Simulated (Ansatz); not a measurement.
For 2H-SiC, r²SCAN (plane waves, PAW; Ansatz, a quantum-chemistry and plane-wave program) gives:

- lattice parameter a: 3.075 Å
- lattice parameter c: 5.048 Å
- cohesive energy: 6.44 eV/atom
- formation enthalpy: -0.296 eV/atom

**Question.** What does HSE06 (PAW; Ansatz) give for the same quantities?

**Answer.** 
- lattice constant a: 3.071 Å (falls by 0.1 %)
- lattice parameter c: 5.036 Å (falls by 0.2 %)
- cohesive energy: 6.42 eV/atom (hardly moves)
- formation enthalpy: -0.276 eV/atom (moves by +0.020 eV/atom)

For comparison: lattice constant a 3.076 Å (measured, room temperature, no zero-point or thermal correction; as tabulated in Paulus et al. (1997), arXiv:cond-mat/9701136); lattice parameter c 5.048 Å (measured, room temperature, no zero-point or thermal correction; as tabulated in Paulus et al. (1997), arXiv:cond-mat/9701136).

Changes are worked out from the printed values.

Unless a cell is named, each level is at its own relaxed cell (r²SCAN 10.34, HSE06 10.28 Å³/atom).

Caveats: hybrids on metals are sensitive to the k mesh and can open a false gap (HSE06). Ansatz's density-functional and Hartree–Fock values are scalar-relativistic unless marked +SOC, with PAW data made under PBE.
